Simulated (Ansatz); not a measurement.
# C₃H₆F₂O: one species, many methods

How much do the methods differ for C₃H₆F₂O? The plan is to run it at one geometry with functionals of several rungs and with coupled cluster. The yardstick is the atomisation energy at the CCSD(T) limit.

Program: Ansatz 0.2.0, Gaussian basis. Level of theory: functionals in def2-TZVPP, the program's frozen cores in correlated methods. These are calculated values, not measurements.

The runs, in order: PBE-D4, r2SCAN-D4, PBE0-D4, B3LYP-D4, ωB97X-V, ωB97M-V, B2PLYP; CCSD(T)/def2-TZVPP; MP2/def2-QZVPP; extrapolation to the limit.

### Step 1. The relaxed structure

An earlier PBE0-D4 in a triple-zeta def2 set relaxation fixed the geometry.

12 atoms, charge 0, spin multiplicity 1.

Atoms are counted from 1 here; the program's logs count them from 0.

Bond lengths: C1–C2 1.511 Å, C1–H7 1.092 Å, C1–H8 1.091 Å, C1–H9 1.093 Å, C2–O3 1.429 Å, C2–H10 1.090 Å, C2–H11 1.094 Å, O3–C4 1.348 Å, C4–F5 1.338 Å, C4–F6 1.362 Å, C4–H12 1.097 Å. Angles: C2–C1–H7 112.0°, C2–C1–H8 110.5°, C2–C1–H9 109.8°, H7–C1–H8 108.3°, H7–C1–H9 107.6°, H8–C1–H9 108.4°, C1–C2–O3 112.1°, C1–C2–H10 110.7°, C1–C2–H11 111.8°, O3–C2–H10 104.8°, O3–C2–H11 109.7°, H10–C2–H11 107.4°, C2–O3–C4 114.8°, O3–C4–F5 107.6°, O3–C4–F6 111.0°, O3–C4–H12 114.4°, F5–C4–F6 107.2°, F5–C4–H12 109.4° and more.

### Step 2. PBE-D4 (GGA)

in.yaml reads:

```yaml
crystal:
  periodic: [false, false, false]
  atoms:
    - {symbol: C, position_ang: [0.637219, -1.054388, -0.918316]}
    - {symbol: C, position_ang: [0.852884, -0.055246, 0.194636]}
    - {symbol: O, position_ang: [0.035179, 1.106705, 0.039667]}
    - {symbol: C, position_ang: [-1.206511, 0.997651, 0.552641]}
    - {symbol: F, position_ang: [-1.922125, 2.034716, 0.102046]}
    - {symbol: F, position_ang: [-1.181928, 1.084711, 1.911785]}
    - {symbol: H, position_ang: [-0.377057, -1.459601, -0.914315]}
    - {symbol: H, position_ang: [0.817555, -0.590224, -1.889284]}
    - {symbol: H, position_ang: [1.328636, -1.892322, -0.802155]}
    - {symbol: H, position_ang: [1.876379, 0.320346, 0.183435]}
    - {symbol: H, position_ang: [0.679224, -0.500154, 1.179414]}
    - {symbol: H, position_ang: [-1.721353, 0.062606, 0.299645]}
basis:
  gaussian: {orbitals: def2-TZVPP}
hamiltonian: {xc: pbe, dispersion: d4}
output: {forces: true, orbitals: {seedname: orbitals}}
```

After this run come: r2SCAN-D4 (meta-GGA); PBE0-D4 (hybrid); B3LYP-D4 (hybrid); ωB97X-V (range-separated); ωB97M-V (range-separated); B2PLYP (double hybrid); CCSD(T) in def2-TZVPP; MP2 in def2-QZVPP.

**Question.** What will the summary of the whole plan be? Wanted: atomisation energy, CCSD(T)/CBS; farthest; mean size of error, hybrid; mean size of error, range-separated; gap, smallest and largest; T1 diagnostic; triples share of the correlation energy.

The runs gave:

| quantity | value |
| --- | --- |
| atomisation energy, CCSD(T)/CBS | 49.015 eV |
| functionals within 0.245 eV (0.5 %) | r2SCAN-D4, PBE0-D4, B3LYP-D4, ωB97X-V, ωB97M-V |
| farthest | PBE-D4 (+1.447 eV) |
| mean size of error, hybrid | 0.171 eV |
| mean size of error, range-separated | 0.151 eV |
| gap, smallest and largest | 7.40 eV (PBE-D4), 14.22 eV (ωB97X-V) |
| T1 diagnostic | 0.0113 |
| triples share of the correlation energy | 3.4 % |

PBE-D4 is off by +1.447 eV. Double hybrids carry the basis error of their MP2 part in triple zeta, and no dispersion term here, so their miss is partly the set-up's. Misses under about 0.245 eV are within the doubt on the reference itself, which lacks core-valence correlation, relativity and higher excitations. Hartree-Fock recovers 72 % of the binding; the rest is correlation. Orbital gaps span 7.4 to 14.2 eV; exact exchange widens them.
